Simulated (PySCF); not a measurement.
## Where the electron goes

Species: C3H8N (charge +1).
Geometry (PBE0-D3(BJ)/def2-SVP, Å), atoms numbered from 1 in this order:
```
atom  x, y, z in Å
C1     0.322    0.843   -0.644
C2     1.042   -0.265    0.137
N3    -0.286   -0.743    0.698
C4    -1.013    0.203   -0.242
H5     0.474    1.848   -0.228
H6     0.528    0.872   -1.720
H7     1.490   -1.058   -0.474
H8     1.739    0.027    0.932
H9    -0.494   -1.742    0.588
H10   -0.418   -0.516    1.690
H11   -1.517   -0.373   -1.028
H12   -1.748    0.821    0.289
```

Computed, not measured: TDDFT PBE0/def2-SVPD, vertical, gas phase, core orbitals frozen in the response in PySCF 2.14.0, density-fitted response routines.

Frontier orbitals with the atoms that hold most of them (Löwdin shares over 4%, at most four atoms; ? is withheld):

```tsv
orbital	ε (eV)	atoms
LUMO+2	-3.49	C2 16%, N3 16%, C4 12%, H9 8%
LUMO+1	-3.76	N3 19%, H10 18%, H9 17%, H12 6%
LUMO	-4.81	?
HOMO	?	?
HOMO-1	-15.26	C1 27%, C2 24%, C4 24%, H8 6%
HOMO-2	-16.04	C1 36%, N3 17%, C4 12%, C2 12%
HOMO-3	-17.13	C4 26%, C2 26%, H7 10%, H11 10%
```

(1) Which atoms hold the LUMO, and with what shares?

(2) Give the leading atoms of the HOMO.

(3) What is the HOMO energy, and the HOMO–LUMO gap?

## Answers

(1) H9 (bonded to N) 17%; H10 (bonded to N) 17%; N3 (bonded to 2 C and 2 H) 16%; C2 (bonded to C, N and 2 H) 12%. By element: hydrogen 34% or more, nitrogen 16%, carbon 12% or more.

(2) C1 (bonded to 2 C and 2 H) 28%; H5 (bonded to C) 13%; C4 (bonded to C, N and 2 H) 12%; C2 (bonded to C, N and 2 H) 12%. By element: carbon 52%, hydrogen 13% or more.

(3) ε(HOMO) = -14.89 eV; the gap is 10.07 eV (0.3702 hartree).

**Question.** The HOMO–LUMO gap is 10.07 eV. Where does the response calculation put the lowest singlet, and from which orbitals?

**Answer.** S1 is at 8.77 eV (f = 0.0017), 1.31 eV below the gap, made of HOMO→LUMO (98%). 

**Question.** One configuration dominates each of S1, S2, S3, S6 and S7. Which, and how do the shares of the two leading atoms of either orbital change from the occupied to the empty one?

**Answer.** 
- S1 (8.77 eV, f 0.0017), HOMO→LUMO (98%): C1 28% → at most 12%, H5 13% → at most 12%, H9 at most 12% → 17%, H10 at most 12% → 17%
- S2 (9.00 eV, f 0.020), HOMO-1→LUMO (97%): C1 27% → at most 12%, C2 24% → 12%, H9 at most 6% → 17%, H10 at most 6% → 17%
- S3 (9.86 eV, f 0.022), HOMO-2→LUMO (98%): C1 36% → at most 12%, N3 17% → 16%, H9 at most 12% → 17%, H10 at most 12% → 17%
- S6 (9.94 eV, f 0.018), HOMO→LUMO+1 (72%): C1 28% → at most 7%, H5 13% → at most 7%, N3 at most 12% → 19%, H10 at most 12% → 18%
- S7 (10.12 eV, f 0.0009), HOMO-1→LUMO+1 (78%): C1 27% → at most 7%, C2 24% → at most 7%, N3 at most 6% → 19%, H10 at most 6% → 18%
